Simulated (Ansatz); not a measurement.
# What a trial cell of Ni relaxes into

All numbers below come from Ansatz, DFT r2SCAN, scalar-relativistic, plane waves, PAW. Cutoff 500 eV, Γ-centred k mesh, Gaussian smearing, collinear spin, first started from parallel moments.

The start puts Ni on the omega structure type (P6/mmm, No. 191), at a guessed volume.

```xyz
3
Lattice="4.1130 0.0000 0.0000 -2.0565 3.5619 0.0000 0.0000 0.0000 2.5214" Properties=species:S:1:pos:R:3 pbc="T T T"
Ni    0.0000    0.0000    0.0000
Ni    0.0000    2.3746    1.2607
Ni    2.0565    1.1873    1.2607
```

Cell and atoms relax at zero pressure; the relaxation can't lower the symmetry of the start. After a coarse first stage the cell is made exact in the group found at 0.06 Å.

Energies count from the standard state of Ni at the same level.

Problem. Which crystal results?

Solution. It keeps P6/mmm (No. 191). The result has the omega structure. Conventional cell: a = 3.937 Å, c = 2.395 Å. Around Ni on Wyckoff site a (1 atom of the primitive cell) lie 2 Ni at 2.40 Å and 12 Ni at 2.57 Å; Ni on Wyckoff site d (2 atoms of the primitive cell) is coordinated by 5 Ni at 2.27–2.40 Å and 6 Ni at 2.57 Å.

```cif
data_structure
_symmetry_space_group_name_H-M 'P6/mmm'
_symmetry_Int_Tables_number 191
_cell_length_a 3.9371
_cell_length_b 3.9371
_cell_length_c 2.3954
_cell_angle_alpha 90.000
_cell_angle_beta 90.000
_cell_angle_gamma 120.000
_cell_volume 32.16
loop_
_atom_site_label
_atom_site_type_symbol
_atom_site_symmetry_multiplicity
_atom_site_Wyckoff_symbol
_atom_site_fract_x
_atom_site_fract_y
_atom_site_fract_z
_atom_site_occupancy
Ni1 Ni 1 a 0.00000 0.00000 0.00000 1
Ni2 Ni 2 d 0.33333 0.66667 0.50000 1
```

Problem. What are its volume, energy, gap and moment?

Solution. The volume per atom is 10.72 Å³ and the density is 9.09 g/cm³. The energy over the standard structure is 0.14 eV/atom, the gap on the 15×15×20 mesh is 0 eV (a metal) and the net moment per atom is 0.71 μB. The largest site moment is 0.79 μB.

The final run used a 15×15×20 mesh on its 3-atom cell and 0.10 eV smearing. For metals, differences of a few meV/atom aren't resolved. The magnetic state reached may not be the lowest. Symmetry constrained the relaxation, so the result can be a saddle point. The steps took of the order of 5 core-minutes in all.